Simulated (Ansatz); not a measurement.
Born–Oppenheimer molecular dynamics of FH$_{3}$OSi (6 atoms, charge 0, multiplicity 1). It starts from a relaxed structure.

Method: Ansatz, RKS BLYP-D4/def2-SVP.

```
ensemble        : NVT, Nosé–Hoover chain
time step       : 0.5 fs
steps asked     : 150
set temperature : 300 K
thermostat      : time constant 100 fs, chain length 3 (defaults)
seed            : 935630
```

First frame:

```xyz
6
Properties=species:S:1:pos:R:3
Si -0.130 0.045 -0.025
O -0.451 0.234 1.600
H -0.330 -0.549 2.169
F 1.480 -0.135 -0.283
H -0.577 1.306 -0.677
H -0.778 -1.182 -0.588
```

Q: How far do the bonds stretch over the last three quarters of this one trajectory? (Pairs bonded in most of those frames.)

A: 
```
  bond  mean (Å)  spread (Å)  shortest  longest
Si1–O2     1.676       0.024      1.63     1.71
Si1–F4     1.641       0.001      1.64     1.64
Si1–H5     1.492       0.016      1.46     1.52
Si1–H6     1.501       0.006      1.49     1.51
 O2–H3     0.977       0.013      0.96     1.00
```

Mean temperature of the second half: 162 K. The conserved energy stayed within 0.066 meV per atom of its start (net change 0.032 meV per atom), so the integration is sound. The mean temperature of the second half is 46 % below the set value. A run of 0.075 ps of so small a system gives no equilibrium averages.

Run time: 3.2 min on 1 thread of Arm Neoverse V1, with other jobs on the host, peak memory 0.098 GiB.
